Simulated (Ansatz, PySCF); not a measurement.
Potential energy curve for Li₂, singlet.

- UHF/aug-cc-pVQZ (Ansatz, a first-principles code)
- RHF/aug-cc-pVQZ (Ansatz)
- UKS-BLYP = unrestricted BLYP/aug-cc-pVQZ (Ansatz)
- RKS-BLYP = restricted BLYP/aug-cc-pVQZ in Ansatz
- UKS-CAM-B3LYP = unrestricted CAM-B3LYP/aug-cc-pVQZ run with Ansatz
- RKS-CAM-B3LYP = restricted CAM-B3LYP/aug-cc-pVQZ run with Ansatz
- UKS-PBE = unrestricted PBE/aug-cc-pVQZ (Ansatz)
- RKS-PBE = restricted PBE/aug-cc-pVQZ (Ansatz)
- UKS-B3LYP/6-31G* = unrestricted B3LYP/6-31G*, spherical d run with PySCF 2.14.0
- RKS-B3LYP/6-31G* = restricted B3LYP/6-31G*, spherical d (PySCF)

Scanned distances (Å): 2.07, 2.19, 2.38, 2.46, 2.62, 2.69, 2.74, 2.85, 2.92, 3.00, 3.15, 3.47, 3.73, 4.10, 4.61, 4.94, 5.37, 6.03, 6.82, 7.35, 8.22.

Question: Where does the unrestricted solution first break spin symmetry (<S²> of 0.01 or more)?

Answer: UHF: already at 2.07 Å; UKS-BLYP: between 3.73 and 4.10 Å; UKS-CAM-B3LYP: between 3.47 and 3.73 Å; UKS-PBE: between 3.15 and 3.47 Å; UKS-B3LYP/6-31G*: between 3.47 and 3.73 Å.

```json
[
 {"R / Å": "2.07", "<S²> UHF": "0.56", "E(RHF) − E(UHF) / kJ/mol": "14.8", "<S²> UKS-BLYP": "0.00", "E(RKS-BLYP) − E(UKS-BLYP) / kJ/mol": "0.0", "<S²> UKS-CAM-B3LYP": "0.00", "E(RKS-CAM-B3LYP) − E(UKS-CAM-B3LYP) / kJ/mol": "0.0", "<S²> UKS-PBE": "0.00", "E(RKS-PBE) − E(UKS-PBE) / kJ/mol": "0.0", "<S²> UKS-B3LYP/6-31G*": "0.00", "E(RKS-B3LYP/6-31G*) − E(UKS-B3LYP/6-31G*) / kJ/mol": "0.0"},
 {"R / Å": "2.19", "<S²> UHF": "0.51", "E(RHF) − E(UHF) / kJ/mol": "11.2", "<S²> UKS-BLYP": "0.00", "E(RKS-BLYP) − E(UKS-BLYP) / kJ/mol": "0.0", "<S²> UKS-CAM-B3LYP": "0.00", "E(RKS-CAM-B3LYP) − E(UKS-CAM-B3LYP) / kJ/mol": "0.0", "<S²> UKS-PBE": "0.00", "E(RKS-PBE) − E(UKS-PBE) / kJ/mol": "0.0", "<S²> UKS-B3LYP/6-31G*": "0.00", "E(RKS-B3LYP/6-31G*) − E(UKS-B3LYP/6-31G*) / kJ/mol": "0.0"},
 {"R / Å": "2.38", "<S²> UHF": "0.43", "E(RHF) − E(UHF) / kJ/mol": "7.2", "<S²> UKS-BLYP": "0.00", "E(RKS-BLYP) − E(UKS-BLYP) / kJ/mol": "0.0", "<S²> UKS-CAM-B3LYP": "0.00", "E(RKS-CAM-B3LYP) − E(UKS-CAM-B3LYP) / kJ/mol": "0.0", "<S²> UKS-PBE": "0.00", "E(RKS-PBE) − E(UKS-PBE) / kJ/mol": "0.0", "<S²> UKS-B3LYP/6-31G*": "0.00", "E(RKS-B3LYP/6-31G*) − E(UKS-B3LYP/6-31G*) / kJ/mol": "0.0"},
 {"R / Å": "2.46", "<S²> UHF": "0.40", "E(RHF) − E(UHF) / kJ/mol": "5.9", "<S²> UKS-BLYP": "0.00", "E(RKS-BLYP) − E(UKS-BLYP) / kJ/mol": "0.0", "<S²> UKS-CAM-B3LYP": "0.00", "E(RKS-CAM-B3LYP) − E(UKS-CAM-B3LYP) / kJ/mol": "0.0", "<S²> UKS-PBE": "0.00", "E(RKS-PBE) − E(UKS-PBE) / kJ/mol": "0.0", "<S²> UKS-B3LYP/6-31G*": "0.00", "E(RKS-B3LYP/6-31G*) − E(UKS-B3LYP/6-31G*) / kJ/mol": "0.0"},
 {"R / Å": "2.62", "<S²> UHF": "0.34", "E(RHF) − E(UHF) / kJ/mol": "4.0", "<S²> UKS-BLYP": "0.00", "E(RKS-BLYP) − E(UKS-BLYP) / kJ/mol": "0.0", "<S²> UKS-CAM-B3LYP": "0.00", "E(RKS-CAM-B3LYP) − E(UKS-CAM-B3LYP) / kJ/mol": "0.0", "<S²> UKS-PBE": "0.00", "E(RKS-PBE) − E(UKS-PBE) / kJ/mol": "0.0", "<S²> UKS-B3LYP/6-31G*": "0.00", "E(RKS-B3LYP/6-31G*) − E(UKS-B3LYP/6-31G*) / kJ/mol": "0.0"},
 {"R / Å": "2.69", "<S²> UHF": "0.32", "E(RHF) − E(UHF) / kJ/mol": "3.3", "<S²> UKS-BLYP": "0.00", "E(RKS-BLYP) − E(UKS-BLYP) / kJ/mol": "0.0", "<S²> UKS-CAM-B3LYP": "0.00", "E(RKS-CAM-B3LYP) − E(UKS-CAM-B3LYP) / kJ/mol": "0.0", "<S²> UKS-PBE": "0.00", "E(RKS-PBE) − E(UKS-PBE) / kJ/mol": "0.0", "<S²> UKS-B3LYP/6-31G*": "0.00", "E(RKS-B3LYP/6-31G*) − E(UKS-B3LYP/6-31G*) / kJ/mol": "0.0"},
 {"R / Å": "2.74", "<S²> UHF": "0.30", "E(RHF) − E(UHF) / kJ/mol": "2.9", "<S²> UKS-BLYP": "0.00", "E(RKS-BLYP) − E(UKS-BLYP) / kJ/mol": "0.0", "<S²> UKS-CAM-B3LYP": "0.00", "E(RKS-CAM-B3LYP) − E(UKS-CAM-B3LYP) / kJ/mol": "0.0", "<S²> UKS-PBE": "0.00", "E(RKS-PBE) − E(UKS-PBE) / kJ/mol": "0.0", "<S²> UKS-B3LYP/6-31G*": "0.00", "E(RKS-B3LYP/6-31G*) − E(UKS-B3LYP/6-31G*) / kJ/mol": "0.0"},
 {"R / Å": "2.85", "<S²> UHF": "0.31", "E(RHF) − E(UHF) / kJ/mol": "3.0", "<S²> UKS-BLYP": "0.00", "E(RKS-BLYP) − E(UKS-BLYP) / kJ/mol": "0.0", "<S²> UKS-CAM-B3LYP": "0.00", "E(RKS-CAM-B3LYP) − E(UKS-CAM-B3LYP) / kJ/mol": "0.0", "<S²> UKS-PBE": "0.00", "E(RKS-PBE) − E(UKS-PBE) / kJ/mol": "0.0", "<S²> UKS-B3LYP/6-31G*": "0.00", "E(RKS-B3LYP/6-31G*) − E(UKS-B3LYP/6-31G*) / kJ/mol": "0.0"},
 {"R / Å": "2.92", "<S²> UHF": "0.36", "E(RHF) − E(UHF) / kJ/mol": "4.1", "<S²> UKS-BLYP": "0.00", "E(RKS-BLYP) − E(UKS-BLYP) / kJ/mol": "0.0", "<S²> UKS-CAM-B3LYP": "0.00", "E(RKS-CAM-B3LYP) − E(UKS-CAM-B3LYP) / kJ/mol": "0.0", "<S²> UKS-PBE": "0.00", "E(RKS-PBE) − E(UKS-PBE) / kJ/mol": "0.0", "<S²> UKS-B3LYP/6-31G*": "0.00", "E(RKS-B3LYP/6-31G*) − E(UKS-B3LYP/6-31G*) / kJ/mol": "0.0"},
 {"R / Å": "3.00", "<S²> UHF": "0.41", "E(RHF) − E(UHF) / kJ/mol": "5.6", "<S²> UKS-BLYP": "0.00", "E(RKS-BLYP) − E(UKS-BLYP) / kJ/mol": "0.0", "<S²> UKS-CAM-B3LYP": "0.00", "E(RKS-CAM-B3LYP) − E(UKS-CAM-B3LYP) / kJ/mol": "0.0", "<S²> UKS-PBE": "0.00", "E(RKS-PBE) − E(UKS-PBE) / kJ/mol": "0.0", "<S²> UKS-B3LYP/6-31G*": "0.00", "E(RKS-B3LYP/6-31G*) − E(UKS-B3LYP/6-31G*) / kJ/mol": "0.0"},
 {"R / Å": "3.15", "<S²> UHF": "0.49", "E(RHF) − E(UHF) / kJ/mol": "9.2", "<S²> UKS-BLYP": "0.00", "E(RKS-BLYP) − E(UKS-BLYP) / kJ/mol": "0.0", "<S²> UKS-CAM-B3LYP": "0.00", "E(RKS-CAM-B3LYP) − E(UKS-CAM-B3LYP) / kJ/mol": "0.0", "<S²> UKS-PBE": "0.00", "E(RKS-PBE) − E(UKS-PBE) / kJ/mol": "0.0", "<S²> UKS-B3LYP/6-31G*": "0.00", "E(RKS-B3LYP/6-31G*) − E(UKS-B3LYP/6-31G*) / kJ/mol": "0.0"},
 {"R / Å": "3.47", "<S²> UHF": "0.65", "E(RHF) − E(UHF) / kJ/mol": "19.5", "<S²> UKS-BLYP": "0.00", "E(RKS-BLYP) − E(UKS-BLYP) / kJ/mol": "0.0", "<S²> UKS-CAM-B3LYP": "0.00", "E(RKS-CAM-B3LYP) − E(UKS-CAM-B3LYP) / kJ/mol": "0.0", "<S²> UKS-PBE": "0.08", "E(RKS-PBE) − E(UKS-PBE) / kJ/mol": "0.1", "<S²> UKS-B3LYP/6-31G*": "0.00", "E(RKS-B3LYP/6-31G*) − E(UKS-B3LYP/6-31G*) / kJ/mol": "0.0"},
 {"R / Å": "3.73", "<S²> UHF": "0.75", "E(RHF) − E(UHF) / kJ/mol": "30.2", "<S²> UKS-BLYP": "0.00", "E(RKS-BLYP) − E(UKS-BLYP) / kJ/mol": "0.0", "<S²> UKS-CAM-B3LYP": "0.28", "E(RKS-CAM-B3LYP) − E(UKS-CAM-B3LYP) / kJ/mol": "1.4", "<S²> UKS-PBE": "0.23", "E(RKS-PBE) − E(UKS-PBE) / kJ/mol": "1.2", "<S²> UKS-B3LYP/6-31G*": "0.08", "E(RKS-B3LYP/6-31G*) − E(UKS-B3LYP/6-31G*) / kJ/mol": "0.1"},
 {"R / Å": "4.10", "<S²> UHF": "0.85", "E(RHF) − E(UHF) / kJ/mol": "47.6", "<S²> UKS-BLYP": "0.17", "E(RKS-BLYP) − E(UKS-BLYP) / kJ/mol": "0.3", "<S²> UKS-CAM-B3LYP": "0.58", "E(RKS-CAM-B3LYP) − E(UKS-CAM-B3LYP) / kJ/mol": "8.6", "<S²> UKS-PBE": "0.44", "E(RKS-PBE) − E(UKS-PBE) / kJ/mol": "4.3", "<S²> UKS-B3LYP/6-31G*": "0.43", "E(RKS-B3LYP/6-31G*) − E(UKS-B3LYP/6-31G*) / kJ/mol": "3.1"},
 {"R / Å": "4.61", "<S²> UHF": "0.92", "E(RHF) − E(UHF) / kJ/mol": "73.0", "<S²> UKS-BLYP": "0.59", "E(RKS-BLYP) − E(UKS-BLYP) / kJ/mol": "4.2", "<S²> UKS-CAM-B3LYP": "0.80", "E(RKS-CAM-B3LYP) − E(UKS-CAM-B3LYP) / kJ/mol": "23.7", "<S²> UKS-PBE": "0.67", "E(RKS-PBE) − E(UKS-PBE) / kJ/mol": "10.9", "<S²> UKS-B3LYP/6-31G*": "0.72", "E(RKS-B3LYP/6-31G*) − E(UKS-B3LYP/6-31G*) / kJ/mol": "11.9"},
 {"R / Å": "4.94", "<S²> UHF": "0.95", "E(RHF) − E(UHF) / kJ/mol": "89.1", "<S²> UKS-BLYP": "0.75", "E(RKS-BLYP) − E(UKS-BLYP) / kJ/mol": "8.4", "<S²> UKS-CAM-B3LYP": "0.88", "E(RKS-CAM-B3LYP) − E(UKS-CAM-B3LYP) / kJ/mol": "34.8", "<S²> UKS-PBE": "0.79", "E(RKS-PBE) − E(UKS-PBE) / kJ/mol": "16.1", "<S²> UKS-B3LYP/6-31G*": "0.83", "E(RKS-B3LYP/6-31G*) − E(UKS-B3LYP/6-31G*) / kJ/mol": "19.0"},
 {"R / Å": "5.37", "<S²> UHF": "0.98", "E(RHF) − E(UHF) / kJ/mol": "108.6", "<S²> UKS-BLYP": "0.88", "E(RKS-BLYP) − E(UKS-BLYP) / kJ/mol": "14.4", "<S²> UKS-CAM-B3LYP": "0.94", "E(RKS-CAM-B3LYP) − E(UKS-CAM-B3LYP) / kJ/mol": "49.2", "<S²> UKS-PBE": "0.89", "E(RKS-PBE) − E(UKS-PBE) / kJ/mol": "23.2", "<S²> UKS-B3LYP/6-31G*": "0.92", "E(RKS-B3LYP/6-31G*) − E(UKS-B3LYP/6-31G*) / kJ/mol": "28.4"},
 {"R / Å": "6.03", "<S²> UHF": "0.99", "E(RHF) − E(UHF) / kJ/mol": "134.7", "<S²> UKS-BLYP": "0.96", "E(RKS-BLYP) − E(UKS-BLYP) / kJ/mol": "23.0", "<S²> UKS-CAM-B3LYP": "0.98", "E(RKS-CAM-B3LYP) − E(UKS-CAM-B3LYP) / kJ/mol": "69.1", "<S²> UKS-PBE": "0.97", "E(RKS-PBE) − E(UKS-PBE) / kJ/mol": "33.7", "<S²> UKS-B3LYP/6-31G*": "0.97", "E(RKS-B3LYP/6-31G*) − E(UKS-B3LYP/6-31G*) / kJ/mol": "41.4"},
 {"R / Å": "6.82", "<S²> UHF": "1.00", "E(RHF) − E(UHF) / kJ/mol": "159.6", "<S²> UKS-BLYP": "0.99", "E(RKS-BLYP) − E(UKS-BLYP) / kJ/mol": "30.5", "<S²> UKS-CAM-B3LYP": "0.99", "E(RKS-CAM-B3LYP) − E(UKS-CAM-B3LYP) / kJ/mol": "87.9", "<S²> UKS-PBE": "0.99", "E(RKS-PBE) − E(UKS-PBE) / kJ/mol": "43.3", "<S²> UKS-B3LYP/6-31G*": "0.99", "E(RKS-B3LYP/6-31G*) − E(UKS-B3LYP/6-31G*) / kJ/mol": "53.0"},
 {"R / Å": "7.35", "<S²> UHF": "1.00", "E(RHF) − E(UHF) / kJ/mol": "172.9", "<S²> UKS-BLYP": "1.00", "E(RKS-BLYP) − E(UKS-BLYP) / kJ/mol": "33.9", "<S²> UKS-CAM-B3LYP": "1.00", "E(RKS-CAM-B3LYP) − E(UKS-CAM-B3LYP) / kJ/mol": "97.6", "<S²> UKS-PBE": "1.00", "E(RKS-PBE) − E(UKS-PBE) / kJ/mol": "47.7", "<S²> UKS-B3LYP/6-31G*": "1.00", "E(RKS-B3LYP/6-31G*) − E(UKS-B3LYP/6-31G*) / kJ/mol": "58.6"},
 {"R / Å": "8.22", "<S²> UHF": "1.00", "E(RHF) − E(UHF) / kJ/mol": "190.1", "<S²> UKS-BLYP": "1.00", "E(RKS-BLYP) − E(UKS-BLYP) / kJ/mol": "37.2", "<S²> UKS-CAM-B3LYP": "1.00", "E(RKS-CAM-B3LYP) − E(UKS-CAM-B3LYP) / kJ/mol": "109.7", "<S²> UKS-PBE": "1.00", "E(RKS-PBE) − E(UKS-PBE) / kJ/mol": "52.1", "<S²> UKS-B3LYP/6-31G*": "1.00", "E(RKS-B3LYP/6-31G*) − E(UKS-B3LYP/6-31G*) / kJ/mol": "64.9"}
]
```
